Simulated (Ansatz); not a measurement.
Geometry optimisation, RKS r2SCAN-D4/def2-SVP (Ansatz).

The input (input.yaml):

```yaml
crystal:
  periodic: [false, false, false]
  atoms:
    - { symbol: Si, position_ang: [-0.00304, 0.133124, -1.091166] }
    - { symbol: O, position_ang: [0.9747, 0.261397, 1.585384] }
    - { symbol: C, position_ang: [0.097712, -0.368515, 2.509644] }
    - { symbol: H, position_ang: [-0.580528, -1.090982, 2.02268] }
    - { symbol: H, position_ang: [0.662633, -0.876318, 3.312279] }
    - { symbol: H, position_ang: [-0.510455, 0.424722, 2.965562] }
    - { symbol: H, position_ang: [1.449725, -0.435317, 1.075544] }
    - { symbol: H, position_ang: [-1.051109, 1.225101, -0.869829] }
    - { symbol: H, position_ang: [-0.909738, -0.917211, -0.431399] }
basis:
  gaussian: { orbitals: def2-SVP }
hamiltonian:
  xc: r2scan
  dispersion: d4
relax:
  f_tol: 0.03
  max_steps: 50
output:
  orbitals: {}
```

Command:

```bash
$ ansatz run input.yaml --threads 2 --pin off --max-ram 3072MiB --backend cpu --events-out ev --progress --plain --runs-dir out
```

Where does it end, and by what steps?

The run converged. After 11 steps the energy has fallen by 0.676 eV; H8 moved furthest, 0.79 Å. Joined: Si1–O2 (2.85 → 2.02 Å).

```json
{"step": "0", "energy less start (eV)": "0.0000", "largest force component (eV/Å)": "1.170", "accepted": "yes"}
{"step": "1", "energy less start (eV)": "-0.2504", "largest force component (eV/Å)": "1.248", "accepted": "yes"}
{"step": "2", "energy less start (eV)": "-0.4528", "largest force component (eV/Å)": "1.485", "accepted": "yes"}
{"step": "3", "energy less start (eV)": "-0.5732", "largest force component (eV/Å)": "0.808", "accepted": "yes"}
{"step": "4", "energy less start (eV)": "-0.6311", "largest force component (eV/Å)": "0.342", "accepted": "yes"}
{"step": "5", "energy less start (eV)": "-0.6369", "largest force component (eV/Å)": "0.286", "accepted": "yes"}
{"step": "6", "energy less start (eV)": "-0.6701", "largest force component (eV/Å)": "0.118", "accepted": "yes"}
{"step": "7", "energy less start (eV)": "-0.6542", "largest force component (eV/Å)": "0.451", "accepted": "no"}
{"step": "8", "energy less start (eV)": "-0.6748", "largest force component (eV/Å)": "0.042", "accepted": "yes"}
{"step": "9", "energy less start (eV)": "-0.6760", "largest force component (eV/Å)": "0.039", "accepted": "yes"}
{"step": "10", "energy less start (eV)": "-0.6757", "largest force component (eV/Å)": "0.126", "accepted": "no"}
{"step": "11", "energy less start (eV)": "-0.6762", "largest force component (eV/Å)": "0.013", "accepted": "yes"}
```

```xyz
9
Properties=species:S:1:pos:R:3
Si 0.054 0.209 -0.687
O 0.841 -0.023 1.156
C 0.020 -0.360 2.289
H -0.435 -1.354 2.159
H 0.625 -0.318 3.208
H -0.768 0.400 2.323
H 1.614 -0.605 1.101
H -0.848 1.303 -0.107
H -0.973 -0.894 -0.364
```

Whether the end is a true minimum wasn't checked by a vibrational analysis.

Time of the run: 8.4 s on 2 threads of AMD EPYC 9R45 96-Core Processor (Zen 5) (shared host), peak memory 0.17 GiB.
